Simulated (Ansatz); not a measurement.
# C3H6S: one species, many methods

How much do the methods differ for C3H6S? The plan is to run it at one geometry with functionals of several rungs and with coupled cluster. The yardstick is the atomisation energy at the CCSD(T) limit.

The runs use Ansatz 0.2.0, Gaussian basis; functionals in def2-TZVPP, the program's frozen cores in correlated methods.

The runs, in order: LDA (SPW92), PBE-D4, revPBE-D4, BLYP-D4, r2SCAN-D4, B97M-V, PBE0-D4, B3LYP-D4, r2SCANh-D4, r2SCAN0-D4, HSE06-D4, BHLYP-D4, CAM-B3LYP-D4, LC-ωPBE, ωB97X-V, ωB97M-V, B2PLYP, PBE-QIDH; CCSD(T)/def2-SVP; CCSD(T)/def2-TZVPP; MP2/def2-QZVPP; extrapolation to the limit; RPA on PBE.

### 1 The relaxed structure

The geometry comes from an earlier relaxation with PBE0-D4 in a triple-zeta def2 set; it is a stationary point, not always the lowest conformer.

SMILES `C/C=C/S`, 10 atoms, charge 0, spin multiplicity 1.

Atoms are counted from 1 here; the program's logs count them from 0.

Bond lengths: C1–C2 1.490 Å, C1–H5 1.095 Å, C1–H6 1.092 Å, C1–H7 1.095 Å, C2–C3 1.328 Å, C2–H8 1.088 Å, C3–S4 1.748 Å, C3–H9 1.087 Å, S4–H10 1.343 Å. Angles: C2–C1–H5 111.2°, C2–C1–H6 111.4°, C2–C1–H7 111.2°, H5–C1–H6 108.0°, H5–C1–H7 106.7°, H6–C1–H7 108.0°, C1–C2–C3 124.0°, C1–C2–H8 116.8°, C3–C2–H8 119.2°, C2–C3–S4 128.3°, C2–C3–H9 120.4°, S4–C3–H9 111.3°, C3–S4–H10 97.1°.

Geometry (Å):

```tsv
atom	x (Å)	y (Å)	z (Å)
C1	-1.0683	0.9627	0.3405
C2	0.0480	0.1883	-0.2721
C3	0.5752	-0.9057	0.2662
S4	1.8769	-1.8961	-0.3499
H5	-1.9333	1.0079	-0.3291
H6	-1.3932	0.5167	1.2826
H7	-0.7700	1.9970	0.5404
H8	0.4406	0.5577	-1.2175
H9	0.1966	-1.2920	1.2090
H10	2.1106	-1.1879	-1.4669
```

### 2 LDA

This LDA is Slater exchange with PW92 correlation.

Input file in.yaml:

```yaml
crystal:
  periodic: [false, false, false]
  atoms:
    - {symbol: C, position_ang: [-1.068325, 0.962725, 0.340547]}
    - {symbol: C, position_ang: [0.048015, 0.188328, -0.272145]}
    - {symbol: C, position_ang: [0.575156, -0.905728, 0.266173]}
    - {symbol: S, position_ang: [1.876913, -1.896086, -0.349886]}
    - {symbol: H, position_ang: [-1.933313, 1.007924, -0.329143]}
    - {symbol: H, position_ang: [-1.393231, 0.516714, 1.282553]}
    - {symbol: H, position_ang: [-0.769986, 1.997032, 0.540374]}
    - {symbol: H, position_ang: [0.440630, 0.557663, -1.217530]}
    - {symbol: H, position_ang: [0.196640, -1.292016, 1.209019]}
    - {symbol: H, position_ang: [2.110600, -1.187857, -1.466860]}
basis:
  gaussian: {orbitals: def2-TZVPP}
hamiltonian: {xc: lda}
output: {orbitals: {seedname: orbitals}}
```

Started as:

```bash
ansatz run in.yaml --threads 2 --pin off --events-out ev --progress --plain --max-ram 4352MiB
```

After this run come: PBE-D4 (GGA); revPBE-D4 (GGA); BLYP-D4 (GGA); r2SCAN-D4 (meta-GGA); B97M-V (meta-GGA); B3LYP-D4 (hybrid); r2SCANh-D4 (hybrid); r2SCAN0-D4 (hybrid); HSE06-D4 (hybrid); BHLYP-D4 (hybrid); CAM-B3LYP-D4 (range-separated); LC-ωPBE (range-separated); ωB97X-V (range-separated); ωB97M-V (range-separated); B2PLYP (double hybrid); PBE-QIDH (double hybrid); CCSD(T) in def2-SVP; CCSD(T) in def2-TZVPP; MP2 in def2-QZVPP; RPA on PBE orbitals.

Before running them: what should the planned runs give, taken together? Wanted: atomisation energy, CCSD(T)/CBS; farthest beyond LDA; mean size of error, GGA; mean size of error, meta-GGA; mean size of error, hybrid; mean size of error, range-separated; mean size of error, double hybrid; gap, smallest and largest; T1 diagnostic.

**Answer**, as computed:

| quantity | value |
| --- | --- |
| atomisation energy, CCSD(T)/CBS | 3845.5 kJ/mol |
| functionals within 19.2 kJ/mol (0.5 %) | revPBE-D4, BLYP-D4, B3LYP-D4, r2SCANh-D4, CAM-B3LYP-D4, LC-ωPBE, ωB97X-V, ωB97M-V, PBE-QIDH |
| farthest beyond LDA | PBE-D4 (+99.5 kJ/mol) |
| mean size of error, GGA | 37.6 kJ/mol |
| mean size of error, meta-GGA | 22.9 kJ/mol |
| mean size of error, hybrid | 35.2 kJ/mol |
| mean size of error, range-separated | 13.7 kJ/mol |
| mean size of error, double hybrid | 18.3 kJ/mol |
| gap, smallest and largest | 4.36 eV (LDA (SPW92)), 11.36 eV (LC-ωPBE) |
| T1 diagnostic | 0.0112 |
| triples share of the correlation energy | 4.3 % |

The LDA atomisation energy is off by 558.6 kJ/mol (15 %): it overbinds. PBE-D4 is off by +99.5 kJ/mol. Double hybrids carry the basis error of their MP2 part in triple zeta, and no dispersion term here, so their miss is partly the set-up's. The rungs range-separated, double hybrid miss on average by less than the doubt on the reference (19.2 kJ/mol), so they tie. Misses under about 19.2 kJ/mol are within the doubt on the reference itself, which lacks core-valence correlation, relativity and higher excitations. Hartree-Fock recovers 74 % of the binding; the rest is correlation. CCSD(T) in def2-SVP is off by -173.3 kJ/mol, which most functionals beat. The gap grows from 4.4 to 11.4 eV across the functionals, mostly with the share of exact exchange.
